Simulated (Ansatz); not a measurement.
Antifluorite Mg2Ge was calculated with PBE (Ansatz, an electronic-structure program, PAW).

Run with plane-wave cutoff 520 eV, 10×10×10 k mesh, Fermi–Dirac smearing 0.01 eV, scalar-relativistic PAW data made under PBE.

Computed points:

```
V (Å³/atom)  E − E_lowest (meV/atom)  P (GPa)
-----------  -----------------------  -------
20.742                         13.71     3.50
21.184                          5.88     2.21
21.625                          1.42     1.05
22.066                          0.00     0.00
22.507                          1.31    -0.94
22.949                          5.09    -1.79
23.390                         11.10    -2.56
```

Question: Estimate the bulk modulus from the pressures at 21.625 and 22.507 Å³/atom, and compare it with a fit to all energies.

Answer: B = −V dP/dV. Between V = 21.625 and 22.507 Å³/atom, dP/dV = (-0.94 − (1.05))/(22.507 − 21.625) = -2.26 GPa per Å³/atom; at the midpoint 22.066 Å³/atom this gives B ≈ 49.8 GPa. The third-order Birch–Murnaghan fit gives V0 = 22.067 Å³/atom, B0 = 49.6 GPa, B′ = 4.2, which lies within 1 % of that estimate.

Measured, for comparison: equilibrium volume per atom 21.69 Å³/atom (temperature not stated, no zero-point or thermal correction; as tabulated in Grosch, Range, J. Alloys Compd. 235, 250 (1996)). Computed (rounded) less measured: equilibrium volume per atom +1.8 %.

Computing time: roughly 50 core-seconds.
